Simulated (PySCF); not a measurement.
Molecule: `Cn1cnnc1`, C₃H₅N₃.

Mapped SMILES: `[CH3:1][n:2]1[cH:3][n:4][n:5][cH:6]1`. Hydrogens are named by the atom that carries them.

Geometry PBE0-D3(BJ)/def2-SVP throughout; GIAO in PySCF 2.14.0 with density-fitted response routines, gas phase, one conformer, non-relativistic; equivalent atoms averaged; functional PBE0.

Q: How do the absolute shieldings σ depend on the basis set? (ppm; last column core-seconds on 1 thread of an Arm Neoverse V1, shared host)

A: 
```csv
basis set,functions,C3/C6,C1,N4/N5,N2,H(C3)/H(C6),H(C1),core-s
pcSseg-0,64,37.3,160.2,-126.4,85.7,24.97,28.87,4
cc-pVDZ,109,57.4,167.1,-75.9,99.7,23.66,27.86,7.2
aug-cc-pVDZ,183,54.5,165.7,-75.9,99.7,23.44,27.73,15
cc-pVTZ,250,43.3,157.2,-102.0,84.1,23.45,27.73,23
IGLO-III,260,35.3,153.0,-112.7,76.8,23.52,27.79,23
```

Q: Which nucleus moves most, in ppm?

A: N4/N5 (pyridine-type nitrogen of an azole): from -126.4 ppm with pcSseg-0 to -75.9 ppm with cc-pVDZ. The smallest spread is 1.14 ppm, at H(C1). Proton shifts span only some 12 ppm, so a few tenths of a ppm matter as much there as several ppm in carbon.

Q: Taking the largest basis, IGLO-III (260 functions), as the yardstick, rank the others by their worst heavy-atom deviation.

A: cc-pVTZ 10.6 ppm (250 functions), pcSseg-0 13.8 ppm (64 functions), aug-cc-pVDZ 36.8 ppm (183 functions), cc-pVDZ 36.8 ppm (109 functions).

A small basis that lands close on one nucleus may do so by chance; judge by the trend and by all nuclei.
